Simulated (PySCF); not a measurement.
Species: ethynylsilane, C2H4Si.
SMILES with atom numbers: `[CH:1]#[C:2][SiH3:3]` (hydrogens: H4 on C1; H5, H6, H7 on Si3)

A GFN2-xTB structure was refined with PBE0-D3(BJ)/def2-SVP geometry optimisation, gas phase in PySCF. Its GFN2-xTB values:

```json
{"coordinate": "C1≡C2", "GFN2-xTB": "1.202 Å"}
{"coordinate": "C1–H4", "GFN2-xTB": "1.053 Å"}
{"coordinate": "C2–Si3", "GFN2-xTB": "1.849 Å"}
{"coordinate": "Si3–H5", "GFN2-xTB": "1.465 Å"}
{"coordinate": "C1–C2–Si3", "GFN2-xTB": "179.7°"}
{"coordinate": "C2–C1–H4", "GFN2-xTB": "179.6°"}
{"coordinate": "C2–Si3–H5", "GFN2-xTB": "108.2°"}
{"coordinate": "H5–Si3–H6", "GFN2-xTB": "110.6°"}
```

Task: How do these coordinates change at the PBE0-D3(BJ)/def2-SVP level?

Result: 
| coordinate | PBE0-D3(BJ)/def2-SVP (Å or °) | change |
| --- | --- | --- |
| Si3–H5 | 1.492 | +0.027 |
| C1–H4 | 1.076 | +0.023 |
| C1≡C2 | 1.217 | +0.015 |
| C2–Si3 | 1.834 | -0.015 |
| C2–Si3–H5 | 109.5 | +1.3 |
| H5–Si3–H6 | 109.5 | -1.1 |
| C2–C1–H4 | 179.9 | +0.3 |
| C1–C2–Si3 | 179.9 | +0.2 |

The energy falls by 4.6 kJ/mol over 4 energy and gradient evaluations, the largest force component goes from 0.0345 to 9.4e-05 Eh/bohr, and the atoms move by 0.025 Å rms after alignment. Among the bonds, Si3–H5, Si3–H6 and Si3–H7 change most and about equally (+0.027 Å). Bonds longer at the end by more than 0.005 Å: 5 of 6; shorter: 1. Rotational constants go from 86294, 4786, 4785 to 84548, 4773, 4773 MHz.

The run used 66 basis functions and 24 SCF cycles in all. Time: 4.3 s of wall time. Hardware: one thread of an Arm Neoverse V1, on a shared host.

No frequency check.
